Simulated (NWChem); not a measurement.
# Lowest excitation of H$_{2}$Si

```
Si
H 1 1.5340
H 1 1.5340 2 91.22
```
Charge 0, spin multiplicity 1.

All runs are NWChem calculations. Structure: optimised with PBE0/def2-SVP, a minimum by its harmonic frequencies.

Basis set: def2-SVPD.

Relative cost: rough, from shared machines, SCF included, CIS = 1.

The correlated methods keep 5 core orbitals frozen. B3LYP has NWChem's definition, with VWN1-RPA local correlation. The structure started from a generated list of species. Coupled-cluster values serve here as a point of comparison, not as the truth.

```csv
method,lowest vertical singlet excitation energy (eV),relative cost
CIS,___,1
TD-B3LYP,2.36,3
TD-PBE0,2.33,under 3
EOM-CCSD,___,4
TD-PBE,2.30,under 3
```

Complete the blanks.


- CIS, lowest vertical singlet excitation energy (eV): 2.61
- EOM-CCSD, lowest vertical singlet excitation energy (eV): 2.50
